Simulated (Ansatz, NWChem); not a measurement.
C2H2O (oxirene): from total energies to a heat of formation

C2H2O has 5 atoms, charge 0, and is taken as a singlet. SMILES: `C1=CO1`. The shape is that of a PBE0-D4/def2-TZVP optimisation.

```xyz
5

C    -0.5508   -0.1800   -0.2817
C     0.4605    0.4138    0.1783
O     0.4012   -1.0385    0.4590
H    -1.4792   -0.3750   -0.7797
H     1.1683    1.1796    0.4241
```

Total energies at PBE0/aug-cc-pVDZ (NWChem 7.3.0); the atoms run unrestricted:

| species | state | energy (Eh) |
| --- | --- | --- |
| C2H2O | singlet | -152.319439 |
| C | triplet | -37.800771 |
| O | triplet | -75.000224 |
| H | doublet | -0.500651 |

Harmonic wavenumbers at BLYP/cc-pVTZ, in cm⁻¹: 372, 559, 726, 956, 1145, 1409, 1455, 3010, 3106.

Measured heats of formation of the gaseous atoms at 298.15 K, in kJ/mol: C 716.9, O 249.2, H 218.0. Spin-orbit lowering of the atoms at 298 K (mean of the ground term's levels less their thermal mean, from spectra), in kJ/mol: C 0.02, O 0.40. Take 1 Eh = 2625.50 kJ/mol, 1 cm⁻¹ = 0.0119627 kJ/mol, RT = 2.479 kJ/mol.

What heat of formation follows?


1. Electronic atomisation energy: 2 × (-37.800771) + (-75.000224) + 2 × (-0.500651) − (-152.319439) = 0.716371 Eh = 1880.8 kJ/mol.
2. Zero-point energy: half the sum of the wavenumbers, 6369 cm⁻¹ = 76.2 kJ/mol.
3. Thermal vibrational enthalpy, Σ hcν̃/(exp(hcν̃/kT) − 1): 1.8 kJ/mol. Translation, rotation and pV of a non-linear molecule: 4 RT = 9.9 kJ/mol.
4. The 5 free atoms carry 5/2 RT each: 31.0 kJ/mol.
5. Spin-orbit coupling lowers the free atoms by 2 × 0.02 + 0.40 = 0.4 kJ/mol.
6. Atomisation enthalpy at 298 K: 1880.8 − 0.4 − 76.2 − 1.8 − 9.9 + 31.0 = 1823.5 kJ/mol.
7. Sum of the atoms' heats of formation: 2119.0 kJ/mol. Heat of formation: 2119.0 − 1823.5 = +295.5 kJ/mol.

The tabulated value is +275.9 kJ/mol (Active Thermochemical Tables), so this level is off by +19.6 kJ/mol, or 1.1 % of the atomisation enthalpy that the table implies (1843.1 kJ/mol). Anharmonicity and any spin-orbit splitting of the molecule are left out.
